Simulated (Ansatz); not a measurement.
Basis-set extrapolation for C3H6O2 (`CO/C=C/O`) (PBE0-D4/def2-TZVP geometry, frozen core, the Gaussian-basis code of Ansatz). Multiplicity 1, RHF reference.

```tsv
	def2-TZVPP	def2-QZVPP
HF	-266.880250	-266.892864
MP2 correlation	-0.970819	-1.041385
CCSD(T) correlation	-1.041246	not run
```

Energies in hartree. Use E(X) = E(∞) + A·exp(−7.88·√X) for Hartree–Fock and E(X) = E(∞) + B·X^(−2.97) for correlation, with X = 3 and 4, and add CCSD(T) minus MP2 of the smaller set to the MP2 limit.

Question: What is the CCSD(T) energy at the basis-set limit?

Answer: HF limit: -266.892864 + (-0.012614) × 0.13774 = -266.89460. MP2 limit: -1.041385 + (-0.070566) × 0.74074 = -1.09366. Higher-order term: -1.041246 − (-0.970819) = -0.07043. Total: -268.05869 hartree, 360.2 kJ/mol below CCSD(T)/def2-TZVPP.
